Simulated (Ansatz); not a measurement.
Consider the formal hydrolysis of a C–F bond: `CC(F)(F)C=O` + H₂O → `CC(O)(F)C=O` + H–F.

Gas-phase electronic energies from Ansatz, PBE0-D4/def2-TZVP geometries. CCSD(T)/CBS is the MP2 limit (def2-TZVPP, def2-QZVPP) plus CCSD(T) − MP2 in def2-TZVPP, frozen cores. This one scheme is used for every species. Functionals use def2-TZVPP. One conformer a species, not always the lowest.

CCSD(T)/CBS gives -15.4 kJ/mol.

(1) Another level gave -14.9 kJ/mol. Which?
A. MP2/def2-TZVPP
B. r2SCAN/def2-TZVPP
C. HF/def2-TZVPP
D. CCSD(T)/def2-TZVPP

Largest T1 diagnostic among the species: 0.014.

Answers

(1) D. CCSD(T)/def2-TZVPP -14.9, HF/def2-TZVPP -0.8, r2SCAN -10.8, MP2/def2-TZVPP -19.4 kJ/mol.

The D4 term adds −3.4 kJ/mol with B3LYP and −1.8 kJ/mol with PBE0; it sums over pairs of atoms, weighted by their polarisabilities, and B3LYP, whose exchange is more repulsive, gets the larger term. In def2-TZVPP, CCSD(T) changes the Hartree–Fock value by −14.2 kJ/mol (the triples alone add −2.3 kJ/mol) and MP2 by −18.6 kJ/mol.

B3LYP here is the variant with VWN-RPA as its local correlation; programs differ in this.
